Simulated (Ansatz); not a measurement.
GeAsH3 (H-bridged), triplet in cc-pVTZ: errors against UCCSDT(Q)

Geometry: that of the GeAsH3 (H-bridged), singlet, kept fixed. The singlet lies 1.1 eV lower here.

```yaml
atoms:
  - { symbol: Ge, position_ang: [-0.0184, 0.0000, 1.1160] }
  - { symbol: As, position_ang: [-0.0047, 0.0000, -1.1350] }
  - { symbol: H, position_ang: [1.3379, 0.0000, -0.1370] }
  - { symbol: H, position_ang: [0.1701, 1.2375, 2.0381] }
  - { symbol: H, position_ang: [0.1701, -1.2375, 2.0381] }
```

Basis cc-pVTZ; Ansatz 0.2.0. Correlated methods freeze the noble-gas cores and the filled d shells of p-block atoms, which leaves 12 electrons in 100 orbitals. R marks a restricted (for open shells ROHF) determinant, U an unrestricted one. Active spaces: valence = (12e, 11o) chosen from the atoms' valence shells. No spin–orbit coupling is included, and no scalar relativity.

Full CI isn't at hand for all of this; UCCSDT(Q) serves as the reference, and is uncertain by about the last step of the cluster series. The frozen core follows each run's orbitals, which can shift R against U totals by a few meV for light atoms and by up to 0.1 eV past Ca.

The UHF ⟨S²⟩ is 2.072, the T1 diagnostic (RCCSD) is 0.0280 and the largest doubles amplitude (RCCSD) is 0.034. The T1 diagnostic (UCCSD) is 0.0246.

Problem. From what is known of these methods and the diagnostics, rank them by the size of their error in total energy against UCCSDT(Q) in cc-pVTZ, smallest first (an estimate: the text doesn't fix the numbers).
A. UHF
B. UCCSD(T)
C. UCCSDT
D. UCCSD
E. UMP2

Solution. C (1.7 kJ/mol), B (5.9 kJ/mol), D (36.8 kJ/mol), E (137.1 kJ/mol), A (738.9 kJ/mol).

All errors are against UCCSDT(Q) in cc-pVTZ. Within each family the higher level lies nearer, as is usual though not guaranteed.

Natural occupations of CASSCF (valence space) about the gap: 1.978 1.966 1.966 1.952 1.001 1.000 0.053 0.047 0.025 0.020; effectively unpaired electrons, Σ n²(2−n)², 2.04.
